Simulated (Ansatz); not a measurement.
Relaxation of CH8OSi (11 atoms, charge 0, multiplicity 1), to a largest force component of 0.03 eV/Å in at most 50 steps.

Theory: Ansatz, RKS BLYP/6-31G*.

```xyz
11
Properties=species:S:1:pos:R:3
Si 0.266 -0.021 0.111
C 0.141 -0.041 1.995
H -0.521 -0.844 2.362
H 1.130 -0.225 2.447
H -0.213 0.922 2.397
H 1.683 -0.377 -0.255
H 0.000 1.317 -0.492
H -0.581 -1.075 -0.535
O -2.477 0.584 0.780
H -2.878 -0.267 0.502
H -2.116 0.380 1.681
```

Problem. Where does it end, and by what steps?

Solution. The run converged. The force dipped under the threshold on the way, but the program's further checks kept it going. After 43 steps the energy has fallen by 0.215 eV; H10 moved furthest, 1.57 Å.

```csv
step,energy less start (eV),largest force component (eV/Å),accepted
0,0.0000,0.580,yes
2,-0.0499,0.686,no
4,-0.1000,0.053,yes
6,-0.1059,0.389,yes
8,-0.0864,1.204,no
10,-0.1437,0.311,yes
12,-0.1692,0.309,yes
14,-0.0561,2.443,no
16,-0.1794,0.596,no
18,-0.1863,0.116,yes
20,-0.1848,0.590,no
22,-0.1931,0.065,yes
24,-0.1945,0.538,no
26,-0.2008,0.156,yes
28,-0.2029,0.094,yes
30,-0.2066,0.193,yes
32,-0.2083,0.066,yes
34,-0.2111,0.236,yes
36,-0.2138,0.011,yes
38,-0.2134,0.234,no
40,-0.2140,0.126,no
42,-0.2146,0.032,yes
43,-0.2146,0.024,yes
```

```xyz
11
Properties=species:S:1:pos:R:3
Si 0.334 -0.296 0.201
C 0.447 -0.039 2.075
H 0.747 -0.968 2.587
H 1.185 0.741 2.325
H -0.538 0.272 2.456
H 1.650 -0.723 -0.381
H -0.075 0.964 -0.504
H -0.670 -1.355 -0.151
O -2.912 0.655 1.195
H -2.698 1.288 0.478
H -3.035 -0.189 0.710
```

Whether the end is a true minimum wasn't checked by a vibrational analysis.

Run time: 79 s on 1 thread of Arm Neoverse V2, with other jobs on the host, peak memory 0.12 GiB.
